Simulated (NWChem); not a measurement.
A series in which one site is exchanged, each optimised at PBE0/def2-SVP with NWChem, gas phase unless a solvent is named. Some are not confirmed as minima by frequencies. def2 effective core potentials on Sb; no spin-orbit coupling.

A: F[As](F)F (AsF3; site = As)
B: FB(F)F (BF₃; site = B)
C: [F][Sb]([F])[F] (SbF$_{3}$; site = Sb)
D: [F][Ga]([F])[F] (GaF$_{3}$; site = Ga)

| quantity | A | B | C | D |
|---|---|---|---|---|
| dipole (D), PBE0/def2-SVP | 2.52 | 0.01 | 3.93 | ? |
| orbital gap (eV), PBE0/def2-SVP | 8.99 | 12.97 | 8.07 | ? |
| lowest singlet excitation, PBE/def2-SVPD, TDA (eV) | 7.54 | 9.54 | 6.68 | ? |

### Question
Fill in the missing entries.

### Answer

- dipole (D), PBE0/def2-SVP, D: 0.00
- orbital gap (eV), PBE0/def2-SVP, D: 9.22
- lowest singlet excitation, PBE/def2-SVPD, TDA (eV), D: 6.35
